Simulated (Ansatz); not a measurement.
Results of LDA (Ansatz, an electronic-structure program, plane waves, PAW) for chalcopyrite ZnGeP2.

Run with plane-wave cutoff 520 eV, 10×10×10 k mesh, Fermi–Dirac smearing 0.01 eV, scalar-relativistic PAW data made under PBE.

Cell (measured lattice):

```cif
data_Ge2P4Zn2
_chemical_formula_sum 'Zn2 Ge2 P4'
_space_group_name_H-M_alt 'P 1'
_space_group_IT_number 1
_cell_length_a 6.60165
_cell_length_b 6.60165
_cell_length_c 6.60165
_cell_angle_alpha 131.146
_cell_angle_beta 131.146
_cell_angle_gamma 71.581
loop_
_space_group_symop_operation_xyz
  'x, y, z'
loop_
_atom_site_label
_atom_site_type_symbol
_atom_site_fract_x
_atom_site_fract_y
_atom_site_fract_z
_atom_site_occupancy
Zn1 Zn 0.00000 0.00000 0.00000 1
Zn2 Zn 0.75000 0.25000 0.50000 1
Ge1 Ge 0.50000 0.50000 0.00000 1
Ge2 Ge 0.25000 0.75000 0.50000 1
P1 P 0.87500 0.87283 0.49783 1
P2 P 0.12717 0.62500 0.00217 1
P3 P 0.37500 0.37717 0.50217 1
P4 P 0.62283 0.12500 0.99783 1
```

Question: Predict the band gap and smallest direct gap on the k points sampled.

Answer: 
band gap: 1.04 eV (indirect)
smallest direct gap on the k points sampled: 1.16 eV

Measured, for comparison: band gap 2.05 eV (temperature not stated, no zero-point or thermal correction, pseudodirect, our sources range from 1.80 to 2.20; as tabulated in Rashkeev et al. (1999), arXiv:cond-mat/9809378).

Note: cell and atoms aren't relaxed at this level (pressure -3.2 GPa).

Spin–orbit coupling is not included.

The computed numbers hold no vibrational or temperature effects.

Cost on a shared machine: roughly 120 core-seconds.
